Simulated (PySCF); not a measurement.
Working out the electron affinity of Si

Si⁻ [Ne] 3s2 3p3 (4S) → Si [Ne] 3s2 3p2 (3P). Calculation: PySCF 2.14, in aug-cc-pV(Q+d)Z with one added diffuse shell each of s, p, d, f, g type (8s7p6d4f3g, 114 functions); the non-relativistic Hamiltonian (point nucleus). Frozen: [Ne]. Energies in hartree (1 hartree = 27.21139 eV):

```csv
part,Si⁻ (lower),Si (upper)
UHF,-288.889656,-288.858467
MP2 opposite-spin,-0.058060,-0.049954
MP2 same-spin,-0.022787,-0.010257
```

Task: What does Hartree-Fock give?

Result: (-288.858467) − (-288.889656) = 0.031189 hartree = 0.849 eV.

Task: What do MP2 and SCS-MP2 (6/5 opposite-spin, 1/3 same-spin) give?

Result: The opposite-spin parts differ by 0.221 eV and the same-spin parts by 0.341 eV. MP2: 0.849 + (0.221) + (0.341) = 1.411 eV. SCS-MP2: 0.849 + 1.2 × (0.221) + (0.341)/3 = 1.228 eV.

A first-order spin-orbit estimate adds -0.016 eV to MP2 (valence), giving 1.395 eV against 1.390 eV (measured; photodetachment measurements, as compiled on the Wikipedia data page of electron affinities).

What remains against the reference includes basis incompleteness, the frozen core and correlation beyond second order.
